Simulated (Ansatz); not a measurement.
Process, species as SMILES: [CH3] (CH3) → C atom + 3 H atom
B3LYP-D3(BJ)/def2-TZVP geometries, fixed; electronic energies without zero-point terms.
Largest species:
```
C
H 1 1.0789
H 1 1.0789 2 120.00
H 1 1.0789 2 120.00 3 -180.00
```
Charge 0, spin multiplicity 2.

Basis-set convergence of the atomisation energy at B2PLYP with Ansatz (a first-principles code). All functions are spherical. Cores are frozen. Open shells are unrestricted. No added dispersion term, no relativity. Functions are those of the species that has most. Reference: the value in pcseg-4, 308.46 kcal/mol, itself unsure by roughly 0.26 kcal/mol (its mean distance from aug-pcseg-3, aug-cc-pVQZ, cc-pV5Z). Deviations are taken from unrounded values.

| basis | functions | atomisation energy (kcal/mol) | minus reference (kcal/mol) |
|---|---|---|---|
| 6-31G | 15 | 293.26 | -15.20 |
| cc-pVDZ | 29 | 297.54 | -10.92 |
| 6-311G** | 36 | 302.72 | -5.74 |
| aug-cc-pVDZ | 50 | 299.22 | -9.24 |
| def2-TZVPD | 64 | 304.90 | -3.56 |
| aug-pcseg-2 | 115 | 307.38 | -1.07 |
| cc-pVQZ | 145 | 307.89 | -0.57 |
| def2-QZVPP | 147 | 307.92 | -0.54 |
| cc-pV5Z | 256 | 308.31 | -0.15 |
